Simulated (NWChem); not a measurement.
Program: NWChem. System: H₂S, charge 0, spin multiplicity 1, displaced from the optimised geometry.

The NWChem input:

```
start mol
memory heap 200 mb stack 900 mb global 1100 mb
geometry units angstroms nocenter noautoz noautosym
  S      0.000000     0.000000     0.105588
  H     -0.973994     0.000000    -0.844700
  H      2.434984     0.000000    -2.270132
end
basis spherical
  * library cc-pvdz
end
dft
  xc b3lyp
  semidirect memsize 60000000 filesize 0
  iterations 100
end
task dft energy
```

The output up to the point where the run's verdict is printed (cleaned and shortened):

```
             Northwest Computational Chemistry Package (NWChem) 7.3.0
             --------------------------------------------------------

                                NWChem Input Module
                                -------------------

 Scaling coordinates for geometry "geometry" by  1.889725989
 (inverse scale =  0.529177249)

                             Geometry "geometry" -> ""
                             -------------------------

 Output coordinates in angstroms (scale by  1.889725989 to convert to a.u.)

  No.       Tag          Charge          X              Y              Z
 ---- ---------------- ---------- -------------- -------------- --------------
    1 S                   16.0000     0.00000000     0.00000000     0.10558800
    2 H                    1.0000    -0.97399400     0.00000000    -0.84470000
    3 H                    1.0000     2.43498400     0.00000000    -2.27013200

 Effective nuclear repulsion energy (a.u.)       8.8541047306

            Nuclear Dipole moment (a.u.)
            ----------------------------
        X                 Y               Z
 ---------------- ---------------- ----------------
     2.7608707721     0.0000000000    -2.6936607775


 Summary of "ao basis" -> "" (spherical)
 ------------------------------------------------------------------------------
       Tag                 Description            Shells   Functions and Types
 ---------------- ------------------------------  ------  ---------------------
 *                          cc-pvdz                   on all atoms

                                 NWChem DFT Module
                                 -----------------

 Summary of "ao basis" -> "ao basis" (spherical)
 ------------------------------------------------------------------------------
       Tag                 Description            Shells   Functions and Types
 ---------------- ------------------------------  ------  ---------------------
 S                          cc-pvdz                  8       18   4s3p1d
 H                          cc-pvdz                  3        5   2s1p

 Summary of "ao basis" -> "ao basis" (spherical)
[...]
 d= 0,ls=0.5,diis    52   -399.2052213504 -2.57D-03  6.77D-04  2.89D-02     3.2
 d= 0,ls=0.5,diis    53   -399.2072406186 -2.02D-03  6.87D-04  2.30D-02     3.2
 d= 0,ls=0.5,diis    54   -399.2091106560 -1.87D-03  6.19D-04  1.72D-02     3.3
 d= 0,ls=0.5,diis    55   -399.2105641247 -1.45D-03  4.93D-04  1.28D-02     3.3
 d= 0,ls=0.5,diis    56   -399.2115072659 -9.43D-04  4.16D-04  1.00D-02     3.4
 d= 0,ls=0.5,diis    57   -399.2122043214 -6.97D-04  3.74D-04  8.00D-03     3.4
 d= 0,ls=0.5,diis    58   -399.2127541399 -5.50D-04  3.32D-04  6.37D-03     3.5
 d= 0,ls=0.5,diis    59   -399.2131831836 -4.29D-04  3.27D-04  5.10D-03     3.5
 d= 0,ls=0.5,diis    60   -399.2135452819 -3.62D-04  2.97D-04  4.02D-03     3.6
 d= 0,ls=0.5,diis    61   -399.2138321885 -2.87D-04  2.66D-04  3.16D-03     3.7
 d= 0,ls=0.5,diis    62   -399.2140505809 -2.18D-04  2.59D-04  2.53D-03     3.7
 d= 0,ls=0.5,diis    63   -399.2142283945 -1.78D-04  2.44D-04  2.01D-03     3.8
 d= 0,ls=0.5,diis    64   -399.2143699608 -1.42D-04  2.21D-04  1.60D-03     3.9
 d= 0,ls=0.5,diis    65   -399.2144834565 -1.13D-04  2.31D-04  1.28D-03     3.9
 d= 0,ls=0.5,diis    66   -399.2145754019 -9.19D-05  2.12D-04  1.02D-03     4.0
 d= 0,ls=0.5,diis    67   -399.2146498097 -7.44D-05  1.91D-04  8.13D-04     4.0
 d= 0,ls=0.5,diis    68   -399.2147102201 -6.04D-05  1.80D-04  6.44D-04     4.1
 d= 0,ls=0.5,diis    69   -399.2147584215 -4.82D-05  1.77D-04  5.12D-04     4.2
 d= 0,ls=0.5,diis    70   -399.2147978589 -3.94D-05  1.61D-04  4.07D-04     4.2
 d= 0,ls=0.5,diis    71   -399.2148293804 -3.15D-05  1.53D-04  3.23D-04     4.3
 d= 0,ls=0.5,diis    72   -399.2148542259 -2.48D-05  1.39D-04  2.58D-04     4.4
 d= 0,ls=0.5,diis    73   -399.2148742382 -2.00D-05  1.30D-04  2.06D-04     4.4
 d= 0,ls=0.5,diis    74   -399.2148903396 -1.61D-05  1.18D-04  1.66D-04     4.5
 d= 0,ls=0.5,diis    75   -399.2149032109 -1.29D-05  1.07D-04  1.33D-04     4.6
 d= 0,ls=0.5,diis    76   -399.2149135978 -1.04D-05  9.86D-05  1.07D-04     4.6
 d= 0,ls=0.5,diis    77   -399.2149220339 -8.44D-06  8.85D-05  8.65D-05     4.7
 d= 0,ls=0.5,diis    78   -399.2149289806 -6.95D-06  7.98D-05  6.93D-05     4.7
 d= 0,ls=0.5,diis    79   -399.2149345482 -5.57D-06  7.27D-05  5.57D-05     4.8
 d= 0,ls=0.5,diis    80   -399.2149390485 -4.50D-06  6.68D-05  4.49D-05     4.8
 d= 0,ls=0.5,diis    81   -399.2149427629 -3.71D-06  6.07D-05  3.61D-05     4.9
 d= 0,ls=0.5,diis    82   -399.2149457911 -3.03D-06  5.64D-05  2.91D-05     4.9
 d= 0,ls=0.5,diis    83   -399.2149482650 -2.47D-06  4.97D-05  2.34D-05     5.0
 d= 0,ls=0.5,diis    84   -399.2149502550 -1.99D-06  4.59D-05  1.89D-05     5.0
 d= 0,ls=0.5,diis    85   -399.2149518928 -1.64D-06  4.38D-05  1.53D-05     5.1
 d= 0,ls=0.5,diis    86   -399.2149532589 -1.37D-06  4.21D-05  1.24D-05     5.1
 d= 0,ls=0.5,diis    87   -399.2149543808 -1.12D-06  3.97D-05  1.02D-05     5.1
 d= 0,ls=0.5,diis    88   -399.2149553382 -9.57D-07  3.89D-05  8.28D-06     5.2
 d= 0,ls=0.5,diis    89   -399.2149561538 -8.16D-07  3.59D-05  6.75D-06     5.2
 d= 0,ls=0.5,diis    90   -399.2149568365 -6.83D-07  3.56D-05  5.48D-06     5.3
 d= 0,ls=0.5,diis    91   -399.2149574146 -5.78D-07  3.35D-05  4.49D-06     5.3
 d= 0,ls=0.5,diis    92   -399.2149579138 -4.99D-07  3.10D-05  3.63D-06     5.4
 d= 0,ls=0.5,diis    93   -399.2149583324 -4.19D-07  2.97D-05  2.92D-06     5.4
 d= 0,ls=0.5,diis    94   -399.2149586807 -3.48D-07  2.80D-05  2.37D-06     5.5
 d= 0,ls=0.5,diis    95   -399.2149589746 -2.94D-07  2.53D-05  1.92D-06     5.5
 d= 0,ls=0.5,diis    96   -399.2149592181 -2.43D-07  2.49D-05  1.54D-06     5.6
 d= 0,ls=0.5,diis    97   -399.2149594138 -1.96D-07  2.32D-05  1.30D-06     5.6
 d= 0,ls=0.5,diis    98   -399.2149595801 -1.66D-07  2.24D-05  1.08D-06     5.7
 d= 0,ls=0.5,diis    99   -399.2149597209 -1.41D-07  2.02D-05  9.16D-07     5.7
 d= 0,ls=0.5,diis   100   -399.2149598429 -1.22D-07  1.91D-05  7.51D-07     5.8
```

The run did not converge; its last values are not results. The next line reads: Calculation failed to converge. NWChem stopped with the message: dft energy failed.
